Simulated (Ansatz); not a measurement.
Input file for Ansatz (an electronic-structure program): U-B3LYP/def2-TZVPPD on H (SMILES [H]), 2S+1 = 2. Files ending in .json are basis or fitting sets from the Basis Set Exchange.

Ansatz 0.2 input:
```yaml
crystal:
  periodic: [false, false, false]
  atoms:
    - {symbol: H, position_ang: [0.00000000, 0.00000000, 0.00000000]}
basis:
  gaussian:
    orbitals: def2-TZVPPD.json
hamiltonian:
  xc: {name: B3LYP}
magnetization: {spin_polarized: true, initial_magnetization: 1}
```

The head of its log:

```
WARN ansatz: RAYON_NUM_THREADS=2 ignored (pool sized by the plan → 2); use --threads N
Functional definition: B3LYP
integrals: 0.00 GiB planned
59 factors; their error is unknown
mean field: 0.04 GiB planned
mean field evaluation 1: about -13.6642 eV, gradient 1.1e-1 eV
mean field evaluation 2: about -13.6644 eV, gradient 1.0e-2 eV
```

Problem. What total energy does the run end on?

Solution. -0.5022 hartree.
